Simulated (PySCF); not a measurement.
**How good is the calculation?**

Atoms are numbered as in `[O:1]=[CH:2][OH:3]`. Hydrogens are named by the atom that carries them.

Gas phase, single conformer, non-relativistic Hamiltonian. Geometry: PBE0-D3(BJ)/def2-SVP; shieldings: GIAO PBE0/pcSseg-1; PySCF.

Reference values: CCSD(T)/cc-pVQZ (gas (isolated, no vibration); M. Maurer, PhD thesis, LMU Munich (Maurer, Ochsenfeld, JCTC 2015 SI; set of Flaig et al., JCTC 2014, 10, 572)).
```json
{"atoms": "C2", "quantity": "δ ¹³C", "reference": "161.2", "computed": "162.5", "computed, scaled": "156.4"}
{"atoms": "O1", "quantity": "δ ¹⁷O vs H2O (same level)", "reference": "411.1", "computed": "449.1", "computed, scaled": "–"}
{"atoms": "O3", "quantity": "δ ¹⁷O vs H2O (same level)", "reference": "191.0", "computed": "216.4", "computed, scaled": "–"}
```

Computed shifts are σ(ref) − σ with the named reference compound (TMS for H and C) calculated as an isolated molecule at the same level. The measured values may be among those fitted. Scaled to experiment by linear calibration (H and C: mostly CDCl3 data, vs TMS): ¹³C (scatter 1.9 ppm rms, 2.3 ppm with the 23 outliers that the fit left out); ¹⁷O (scatter 13.5 ppm rms, 14.3 ppm with the 1 outlier that the fit left out vs liquid water, solution or neat liquid). A few per cent of atoms miss by over 2 rms, more outside the fitted compound classes.

Task: How far are the unscaled ¹⁷O shifts from the references?

Result: Mean signed difference +31.70 ppm, mean absolute 31.70 ppm over 2 comparisons; the largest is +38.0 ppm at O1 (carbonyl oxygen).

3 of the 4 published NMR values on file for this molecule are compared. The rest: values whose atom or origin is in doubt.

Hydrogen bonding in solution deshields acid and N–H amide carbonyl carbons by as much as 10 ppm beyond these values.
